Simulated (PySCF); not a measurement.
# BH2F− (SMILES [BH2-]F) at UB3LYP/STO-6G

Aim: the vertical doublet–quartet gap of BH2F− at UB3LYP/STO-6G, from 2 runs. Input form: a Python script.

The calculation is run with PySCF 2.14.0.

10 further runs of the same task are left out: 10 set aside as unsound or not needed.

## (1) The system as given

BH2F−: 4 atoms, total charge -1, spin state doublet. SMILES: `[BH2-]F`. The shape is that of a GFN2-xTB optimisation.

Bond lengths: B1–F2 1.499 Å, B1–H3 1.242 Å, B1–H4 1.242 Å. Angles: F2–B1–H3 108.4°, F2–B1–H4 108.4°, H3–B1–H4 113.0°.

## (2) The energy at UB3LYP/STO-6G

input.py reads:

```python
# [BH2-]F
from pyscf import gto, dft

mol = gto.M(
    atom='B -0.086340 0.304430 0.102380; F 1.031910 -0.468820 0.732960; H -1.140340 -0.333670 0.256190; H 0.194760 0.498060 -1.091520',
    basis='sto-6g',
    max_memory=1860,
    charge=-1,
    verbose=3,
    spin=1,
)

mf = dft.UKS(mol, xc='b3lyp')
mf.grids.level = 5
mf.conv_tol = 1e-10
mf.kernel()
if not mf.converged:
    mf = mf.newton().run(mf.mo_coeff, mf.mo_occ)

energy = mf.e_tot
print('E = %.10f Eh' % energy)
```

On the command line:

```
$ OMP_NUM_THREADS=1 python input.py
```

Output:

```text
WARN: HOMO -0.0543563303573607 >= LUMO -0.0543563303573609

converged SCF energy = -125.13809777086  <S^2> = 0.75109894  2S+1 = 2.0010986
E = -125.1380977709 Eh
```

Run time: 3.3 s. Hardware: 1 thread of Arm Neoverse V1, shared host; peak memory 0.18 GiB.

## (3) The quartet at the same level

input.py reads:

```python
from pyscf import gto, dft

molecule = gto.Mole()
molecule.atom = 'B -0.086340 0.304430 0.102380; F 1.031910 -0.468820 0.732960; H -1.140340 -0.333670 0.256190; H 0.194760 0.498060 -1.091520'
molecule.charge = -1
molecule.basis = 'sto-6g'
molecule.spin = 3
molecule.max_memory = 1860
molecule.verbose = 3
molecule.build()

mf = dft.UKS(molecule)
mf.xc = 'b3lyp'
mf.grids.level = 5
mf.conv_tol = 1e-10
mf.kernel()
if not mf.converged:
    mf = mf.newton().run(mf.mo_coeff, mf.mo_occ)

etot = mf.e_tot
print(f'total energy: {etot:.8f} hartree')
```

On the command line:

```
$ OMP_NUM_THREADS=1 python input.py
```

Output:

```text
WARN: HOMO 0.215916892523105 >= LUMO -0.305909602090804

WARN: HOMO 0.748635874307849 >= LUMO 0.462196898971216

WARN: HOMO 0.704659570407268 >= LUMO 0.301728757527411

WARN: HOMO 0.643618709761161 >= LUMO 0.273031146691119

WARN: HOMO 0.640600008016717 >= LUMO 0.263313292239205

WARN: HOMO 0.637862725400414 >= LUMO 0.263668439249928

WARN: HOMO 0.637798483788793 >= LUMO 0.263553200911039

WARN: HOMO 0.637757374693683 >= LUMO 0.26348756284179

WARN: HOMO 0.637745896847142 >= LUMO 0.263468046979767

WARN: HOMO 0.637746124329649 >= LUMO 0.263469310761563

WARN: HOMO 0.63774591689443 >= LUMO 0.2634688934094

converged SCF energy = -124.68604331641  <S^2> = 3.7504659  2S+1 = 4.000233
total energy: -124.68604332 hartree
```

It took 3.6 s on 1 thread of Arm Neoverse V1, shared host; peak memory 0.18 GiB.

## (4) Outcome

At UB3LYP/STO-6G:

| quantity | value |
| --- | --- |
| doublet: total energy | -125.13810 Eh |
| doublet: HOMO energy (highest over α and β) | 8.31 eV |
| doublet: LUMO energy (lowest over α and β) | 13.20 eV |
| doublet: ⟨S²⟩ | 0.751 |
| quartet: total energy | -124.68604 Eh |
| quartet: HOMO energy (highest over α and β) | 17.35 eV |
| quartet: ⟨S²⟩ | 3.750 |
| vertical energy of the quartet above the doublet | 12.301 eV |

**Reading.** At this shape the quartet lies 12.30 eV (284 kcal/mol) above the doublet. For an anion a state so high probably lies above electron detachment. In a minimal basis such a difference can be off by several eV, whatever the method. The HOMO (doublet) lies at positive energy, 8.31 eV; only total energies tell whether the electron is bound. Mulliken charges (quartet) run from -0.55 on B1 to -0.01 on F2. The HOMO (quartet) lies at positive energy, 17.35 eV; only total energies tell whether the electron is bound.
